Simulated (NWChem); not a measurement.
System: C3H7Cl; SMILES CCCCl

The following NWChem deck was run.

```
start job
memory heap 200 mb stack 900 mb global 1100 mb
geometry units angstroms noautoz
  C     -0.790821    -1.749335     0.142086
  C      0.510567    -1.147553    -0.360846
  C      0.893354     0.158830     0.303890
  Cl    -0.295859     1.463295    -0.020850
  H     -0.741161    -1.967507     1.221125
  H     -1.020912    -2.690102    -0.379535
  H     -1.629248    -1.055917    -0.020928
  H      0.461419    -0.988387    -1.450955
  H      1.345484    -1.850507    -0.189361
  H      0.950452     0.054851     1.397497
  H      1.862200     0.526322    -0.060731
end
basis spherical
  * library aug-cc-pvtz
end
dft
  xc b3lyp
  iterations 150
  semidirect filesize 400000000
  mulliken
end
task dft energy
```

Excerpt of the output:

```
             Northwest Computational Chemistry Package (NWChem) 7.3.0
             --------------------------------------------------------

 C1  symmetry detected

                             Geometry "geometry" -> ""
                             -------------------------

 Output coordinates in angstroms (scale by  1.889725989 to convert to a.u.)

  No.       Tag          Charge          X              Y              Z
 ---- ---------------- ---------- -------------- -------------- --------------
    1 C                    6.0000    -0.78295523    -1.76165818     0.14213345
    2 C                    6.0000     0.52156074    -1.16209890    -0.35531970
    3 C                    6.0000     0.89264294     0.15475773     0.29523621
    4 Cl                  17.0000    -0.29766491     1.45021277    -0.06011719
    5 H                    1.0000    -0.74398174    -1.96469636     1.22455983
    6 H                    1.0000    -1.00416439    -2.71039346    -0.36878803
    7 H                    1.0000    -1.62205332    -1.07365703    -0.03933483
    8 H                    1.0000     0.48342558    -1.01821194    -1.44799039
    9 H                    1.0000     1.35709287    -1.85953082    -0.16528650
   10 H                    1.0000     0.93849514     0.06612981     1.39072275
   11 H                    1.0000     1.86399859     0.52073878    -0.06419040

 Effective nuclear repulsion energy (a.u.)     162.6948465483

                                 NWChem DFT Module
                                 -----------------

 Summary of "ao basis" -> "ao basis" (spherical)
 ------------------------------------------------------------------------------
       Tag                 Description            Shells   Functions and Types
 ---------------- ------------------------------  ------  ---------------------
 C                        aug-cc-pvtz               14       46   5s4p3d2f
 Cl                       aug-cc-pvtz               16       50   6s5p3d2f
 H                        aug-cc-pvtz                9       23   4s3p2d

            General Information
            -------------------
          SCF calculation type: DFT
          Wavefunction type:  closed shell.
          No. of atoms     :    11
          No. of electrons :    42
           Alpha electrons :    21
            Beta electrons :    21
          Charge           :     0
          Spin multiplicity:     1
          Use of symmetry is: off; symmetry adaption is: off
          Maximum number of iterations: 150
          AO basis - number of functions:   349
                     number of shells:   121
          Convergence on energy requested:  1.00D-06
          Convergence on density requested:  1.00D-05
          Convergence on gradient requested:  5.00D-04

              XC Information
              --------------
                         B3LYP Method XC Potential
                     Hartree-Fock (Exact) Exchange  0.200
                        Slater Exchange Functional  0.800 local
                    Becke 1988 Exchange Functional  0.720 non-local
              Lee-Yang-Parr Correlation Functional  0.810
                  VWN I RPA Correlation Functional  0.190 local

             Grid Information
             ----------------
          Grid used for XC integration:  medium
          Radial quadrature: Mura-Knowles
          Angular quadrature: Lebedev.
          Tag              B.-S. Rad. Rad. Pts. Rad. Cut. Ang. Pts.
          ---              ---------- --------- --------- ---------
          C                   0.70       49          15.0       434
          Cl                  1.00       88          16.0       590
          H                   0.35       45          16.0       434
          Grid pruning is: on
          Number of quadrature shells:   550
          Spatial weights used:  Erf1

      Superposition of Atomic Density Guess
      -------------------------------------

 Sum of atomic energies:        -575.99734497

      Non-variational initial energy
      ------------------------------

 Total energy =    -578.292500
 1-e energy   =   -1112.574312
 2-e energy   =     371.586965
 HOMO         =      -2.117387
 LUMO         =      -1.667640

------------------------------------------------------------
EAF file 0: "./job.aoints.0" size=3197632512 bytes
------------------------------------------------------------
               write      read    awrite     aread      wait
               -----      ----    ------     -----      ----
     calls:     6104         1         0         0         0
   data(b): 3.20e+09  5.24e+05  0.00e+00  0.00e+00
   time(s): 0.00e+00  0.00e+00  0.00e+00  0.00e+00  0.00e+00
rate(mb/s): 0.00e+00  0.00e+00
------------------------------------------------------------

     ---------------------------------------------
      Total Density - Mulliken Population Analysis
     ---------------------------------------------

    Atom       Charge   Shell Charges
 -----------   ------   -------------------------------------------------------
    1 C    6     5.91   1.93  0.01  0.03  1.10  0.38  0.00 -0.03  1.39  0.58 -0.01  0.04  0.48 -0.01  0.02
    2 C    6     6.77   1.94  0.11  0.05  2.36 -0.75 -0.01  0.01  2.02  0.87 -0.02 -0.09  0.26 -0.01  0.02
    3 C    6     7.13   1.93  0.09  0.03  2.13 -0.19 -0.00 -0.06  2.09  0.92 -0.01  0.06  0.09 -0.01  0.06
    4 Cl  17    11.09   2.00  1.85  0.06  0.13 -0.00  0.44  5.80 -0.05  0.17  0.53  0.11 -0.00 -0.06  0.21 -0.01 -0.09
    5 H    1     1.87  -0.00  0.56  1.26  0.10 -0.02  0.04 -0.02 -0.02 -0.03
    6 H    1     0.70   0.00  0.02  0.85  0.23 -0.01 -0.10 -0.28 -0.01  0.01
    7 H    1     2.80  -0.00  0.54  1.32  0.79 -0.02  0.07  0.17 -0.02 -0.04
    8 H    1     1.73  -0.01  0.82  0.70  0.09 -0.02  0.10  0.15 -0.03 -0.07
    9 H    1     1.42  -0.00  0.20  1.02  0.55 -0.01 -0.18 -0.02 -0.03 -0.13
   10 H    1     1.58  -0.00  0.28  1.00  0.40 -0.02 -0.05  0.05 -0.02 -0.07
   11 H    1     0.99   0.00  0.22  0.69  0.22 -0.01 -0.09  0.01 -0.01 -0.04

   convergence    iter        energy       DeltaE   RMS-Dens  Diis-err
 ---------------- ----- ----------------- --------- --------- ---------
 d= 0,ls=0.0,diis     1   -497.2711662727 -6.60D+02  4.01D+02  1.33D+02
 d= 0,ls=0.0,diis     2   -553.7023549834 -5.64D+01  2.93D-02  1.79D+02
 d= 0,ls=0.0,diis     3   -573.3513025358 -1.96D+01  1.35D-02  4.90D+01
 d= 0,ls=0.0,diis     4   -577.9606893971 -4.61D+00  6.68D-03  6.62D+00
 d= 0,ls=0.0,diis     5   -578.6482987555 -6.88D-01  1.92D-03  1.31D+00
 d= 0,ls=0.0,diis     6   -578.8043499923 -1.56D-01  6.14D-04  1.71D-01
  Resetting Diis
 d= 0,ls=0.0,diis     7   -578.8236555871 -1.93D-02  1.77D-04  1.07D-02
 d= 0,ls=0.0,diis     8   -578.8248303062 -1.17D-03  7.52D-05  3.49D-04
 d= 0,ls=0.0,diis     9   -578.8248176527  1.27D-05  3.06D-05  4.40D-04
 d= 0,ls=0.0,diis    10   -578.8248688951 -5.12D-05  5.50D-06  9.74D-06
 d= 0,ls=0.0,diis    11   -578.8248701399 -1.24D-06  2.28D-06  3.16D-07
 d= 0,ls=0.0,diis    12   -578.8248701727 -3.28D-08  1.77D-06  2.36D-08

         Total DFT energy =     -578.824870172674
      One electron energy =    -1116.678700179407
           Coulomb energy =      422.314477715023
    Exchange-Corr. energy =      -47.155494256604
 Nuclear repulsion energy =      162.694846548314

 Numeric. integr. density =       41.999984385220

                       DFT Final Molecular Orbital Analysis
                       ------------------------------------

 Vector   19  Occ=2.000000D+00  E=-3.482173D-01
              MO Center=  1.4D-02, -1.1D+00, -1.0D-01, r^2= 3.1D+00
   Bfn.  Coefficient  Atom+Function         Bfn.  Coefficient  Atom+Function
  ----- ------------  ---------------      ----- ------------  ---------------
   259     -0.146227   8 H  s                57      0.144028   2 C  pz
   282      0.144454   9 H  s               236      0.135643   7 H  s
   190     -0.128583   5 H  s                60      0.126632   2 C  pz
   149     -0.125903   4 Cl py               54      0.121779   2 C  pz
   281      0.120341   9 H  s                11     -0.115507   1 C  pz

 Vector   20  Occ=2.000000D+00  E=-2.991146D-01
              MO Center= -1.4D-01,  1.1D+00, -3.6D-02, r^2= 2.1D+00
   Bfn.  Coefficient  Atom+Function         Bfn.  Coefficient  Atom+Function
  ----- ------------  ---------------      ----- ------------  ---------------
   149      0.317509   4 Cl py              150      0.305122   4 Cl pz
   148      0.247726   4 Cl px              155      0.229187   4 Cl py
   156      0.220841   4 Cl pz              154      0.182413   4 Cl px
   152      0.161987   4 Cl py              153      0.154231   4 Cl pz
   151      0.124866   4 Cl px               51      0.116324   2 C  s

 Vector   21  Occ=2.000000D+00  E=-2.965372D-01
              MO Center= -8.7D-02,  1.2D+00,  7.9D-03, r^2= 2.0D+00
   Bfn.  Coefficient  Atom+Function         Bfn.  Coefficient  Atom+Function
  ----- ------------  ---------------      ----- ------------  ---------------
   150      0.386812   4 Cl pz              148     -0.290871   4 Cl px
   156      0.283648   4 Cl pz              154     -0.212875   4 Cl px
   153      0.195726   4 Cl pz              151     -0.147409   4 Cl px
   149     -0.145755   4 Cl py              155     -0.107123   4 Cl py
   103     -0.091511   3 C  pz              328      0.089792  11 H  s

 Vector   22  Occ=0.000000D+00  E=-1.410195D-02
              MO Center=  1.4D+00, -1.3D+00,  3.5D-01, r^2= 1.4D+01
   Bfn.  Coefficient  Atom+Function         Bfn.  Coefficient  Atom+Function
  ----- ------------  ---------------      ----- ------------  ---------------
     5      1.349984   1 C  s                97      1.051306   3 C  s
     4      0.948510   1 C  s               284     -0.848429   9 H  s
   330     -0.665216  11 H  s                96      0.634055   3 C  s
   260     -0.627867   8 H  s               191     -0.551334   5 H  s
   329     -0.522646  11 H  s               306     -0.467931  10 H  s

 Vector   23  Occ=0.000000D+00  E= 9.564030D-04
              MO Center= -5.2D-01, -9.7D-01, -6.9D-02, r^2= 1.8D+01
   Bfn.  Coefficient  Atom+Function         Bfn.  Coefficient  Atom+Function
  ----- ------------  ---------------      ----- ------------  ---------------
   215      1.365265   6 H  s               330     -1.081418  11 H  s
    61      0.941930   2 C  px              108      0.916286   3 C  py
   238      0.866086   7 H  s               144     -0.752084   4 Cl s
    15      0.710513   1 C  px              237      0.621876   7 H  s
   307     -0.599234  10 H  s                 4     -0.585390   1 C  s

 Vector   24  Occ=0.000000D+00  E= 6.521351D-03
              MO Center=  5.8D-01, -1.0D+00,  2.8D-01, r^2= 1.9D+01
   Bfn.  Coefficient  Atom+Function         Bfn.  Coefficient  Atom+Function
  ----- ------------  ---------------      ----- ------------  ---------------
   307      1.846588  10 H  s               261     -1.785636   8 H  s
   192      1.654826   5 H  s               330     -1.160355  11 H  s
   109     -0.674606   3 C  pz              260     -0.589361   8 H  s
    17     -0.567366   1 C  pz              215     -0.481750   6 H  s
   107      0.471534   3 C  px               63     -0.461232   2 C  pz

------------------------------------------------------------
EAF file 0: "./job.aoints.0" size=3199729664 bytes
------------------------------------------------------------
               write      read    awrite     aread      wait
               -----      ----    ------     -----      ----
     calls:     6104        12         0     67122     67122
   data(b): 3.20e+09  6.29e+06  0.00e+00  3.52e+10
   time(s): 0.00e+00  0.00e+00  0.00e+00  0.00e+00  0.00e+00
rate(mb/s): 0.00e+00  0.00e+00
------------------------------------------------------------

     ---------------------------------------------
      Total Density - Mulliken Population Analysis
     ---------------------------------------------

    Atom       Charge   Shell Charges
 -----------   ------   -------------------------------------------------------
    1 C    6     6.71   1.97  0.79  0.19  0.41  0.01  0.89  1.52  0.81  0.03  0.01  0.07  0.01  0.00  0.01
    2 C    6     6.09   1.97  0.78  0.19  0.24 -0.07  0.88  1.51  0.51  0.01  0.02  0.11 -0.06  0.01 -0.01
    3 C    6     6.19   1.97  0.79  0.19  0.26  0.00  0.84  1.48  0.54  0.01  0.02  0.13 -0.09  0.01  0.01
    4 Cl  17    17.29   2.00  1.82  1.18  0.25  0.72  0.02  5.80  2.75  1.17  1.47  0.06  0.01  0.03  0.01  0.00  0.00
    5 H    1     0.80   0.28  0.44  0.03 -0.00  0.01  0.02  0.01  0.00  0.00
    6 H    1     0.83   0.28  0.44  0.06 -0.00  0.01  0.03  0.02  0.00  0.00
    7 H    1     0.76   0.28  0.44  0.00 -0.00  0.01  0.03  0.01  0.00  0.00
    8 H    1     0.81   0.28  0.45  0.03 -0.00  0.01  0.03  0.02  0.00  0.01
    9 H    1     0.85   0.28  0.45  0.06  0.00  0.01  0.03  0.01  0.00  0.01
   10 H    1     0.83   0.28  0.45  0.03 -0.00  0.01  0.03  0.02  0.00  0.01
   11 H    1     0.83   0.28  0.45  0.04 -0.00  0.01  0.03  0.02  0.00  0.01

     -------------------------------------------
      Total Density - Lowdin Population Analysis
     -------------------------------------------

    Atom       Charge   Shell Charges
 -----------   ------   -------------------------------------------------------
    1 C    6     5.47   1.53  0.48  0.24  0.15  0.06  0.72  1.01  0.48  0.08  0.02  0.26  0.25  0.02  0.17
    2 C    6     5.86   1.53  0.48  0.25  0.14  0.06  0.72  0.99  0.46  0.10  0.03  0.34  0.45  0.03  0.31
    3 C    6     6.30   1.53  0.49  0.26  0.15  0.06  0.70  1.03  0.51  0.11  0.03  0.41  0.57  0.03  0.42
    4 Cl  17    16.09   1.98  1.31  0.95  0.62  0.41  0.11  5.01  2.52  1.69  1.06  0.15  0.01  0.06  0.16  0.00  0.07
    5 H    1     1.16   0.23  0.28  0.11  0.02  0.01  0.11  0.18  0.02  0.20
    6 H    1     1.17   0.23  0.28  0.11  0.02  0.01  0.12  0.18  0.02  0.20
    7 H    1     1.19   0.23  0.28  0.11  0.02  0.01  0.12  0.20  0.02  0.21
    8 H    1     1.16   0.23  0.28  0.10  0.02  0.01  0.11  0.17  0.02  0.20
    9 H    1     1.15   0.23  0.28  0.10  0.02  0.01  0.11  0.17  0.02  0.20
   10 H    1     1.23   0.23  0.29  0.11  0.03  0.02  0.12  0.19  0.02  0.22
   11 H    1     1.23   0.23  0.30  0.11  0.02  0.02  0.12  0.19  0.02  0.22

     Multipole analysis of the density
     ---------------------------------

     L   x y z        total         alpha         beta         nuclear
     -   - - -        -----         -----         ----         -------
     0   0 0 0      0.000000    -21.000000    -21.000000     42.000000

     1   1 0 0      0.474501      0.237250      0.237250     -0.000000
     1   0 1 0     -0.664926     -0.332463     -0.332463      0.000000
     1   0 0 1      0.104300      0.052150      0.052150     -0.000000

     2   2 0 0    -24.067415    -51.709995    -51.709995     79.352575
     2   1 1 0      0.095274     -3.650826     -3.650826      7.396926
     2   1 0 1      0.321513      0.356928      0.356928     -0.392344
     2   0 2 0    -26.276766   -155.533371   -155.533371    284.789975
     2   0 1 1      0.086172     -0.391430     -0.391430      0.869031
     2   0 0 2    -24.709483    -25.143570    -25.143570     25.577657
```

Level: B3LYP/aug-cc-pVTZ. The geometry was optimised at PBE0/def2-SVP. B3LYP is NWChem's, with the RPA form of VWN correlation.
